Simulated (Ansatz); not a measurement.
## Which is lower?

Two relaxed structures of CH₄AlS, doublet (PBE0-D4/def2-TZVP; forces vanish, vibrations not checked).

A:

```json
{"atom": "Al1", "x (Å)": "-0.0583", "y (Å)": "1.0085", "z (Å)": "1.1466"}
{"atom": "C2", "x (Å)": "-0.0557", "y (Å)": "-0.1235", "z (Å)": "-0.3982"}
{"atom": "S3", "x (Å)": "0.5860", "y (Å)": "-1.7025", "z (Å)": "-0.3940"}
{"atom": "H4", "x (Å)": "-0.4670", "y (Å)": "0.1957", "z (Å)": "-1.3519"}
{"atom": "H5", "x (Å)": "-0.6869", "y (Å)": "2.4567", "z (Å)": "1.0072"}
{"atom": "H6", "x (Å)": "0.5624", "y (Å)": "0.4646", "z (Å)": "2.5003"}
{"atom": "H7", "x (Å)": "0.3608", "y (Å)": "-2.0757", "z (Å)": "-1.6683"}
```

B:

```json
{"atom": "Al1", "x (Å)": "-1.6821", "y (Å)": "0.5006", "z (Å)": "-0.4114"}
{"atom": "C2", "x (Å)": "0.0701", "y (Å)": "0.3228", "z (Å)": "0.2663"}
{"atom": "S3", "x (Å)": "0.9209", "y (Å)": "-1.0102", "z (Å)": "-0.2562"}
{"atom": "H4", "x (Å)": "-2.1706", "y (Å)": "-0.6521", "z (Å)": "-1.4218"}
{"atom": "H5", "x (Å)": "0.5836", "y (Å)": "0.9865", "z (Å)": "0.9541"}
{"atom": "H6", "x (Å)": "1.4966", "y (Å)": "-1.6836", "z (Å)": "0.7942"}
{"atom": "H7", "x (Å)": "2.1763", "y (Å)": "-0.6655", "z (Å)": "-0.6960"}
```

Ansatz 0.2.0; basis: def2-TZVPP; cores frozen in the correlated methods; orbitals are unrestricted. B3LYP uses VWN-RPA correlation.

Q: Which structure is lower at CCSD(T), and by how much? (To be estimated.)

A: The calculation gives: A, by 182.7 kJ/mol (electronic energy, against the other). By their contacts, A is CH₄AlS ([AlH2][CH][SH]) and B is CH₄AlS ([AlH][CH][SH2]).

All methods give the same order:

| method | E(B) − E(A) (kJ/mol) |
| --- | --- |
| PBE-D4 | 156.4 |
| r2SCAN-D4 | 169.1 |
| PBE0-D4 | 165.5 |
| B3LYP-D4 | 180.7 |
| wB97M-V | 189.9 |
| HF | 211.7 |
| MP2 | 163.5 |
| CCSD | 189.6 |
| CCSD(T) | 182.7 |

No T1 diagnostic of these runs exceeds 0.022. ⟨S²⟩ of the unrestricted Hartree–Fock references: 0.75 to 0.77 (a pure state has 0.75).

Labels in which every atom is bracketed show which atoms are joined, not bond orders.

For scale, one of the runs: CCSD(T)/def2-TZVPP, 171 basis functions, launched by `ansatz run in.yaml --threads 2 --pin off --events-out ev --progress --plain --max-ram 4352MiB`. Time: 59 s of wall clock on 2 CPU threads of an Arm Neoverse V2; the host was shared. Peak host memory: 3.2 GiB.
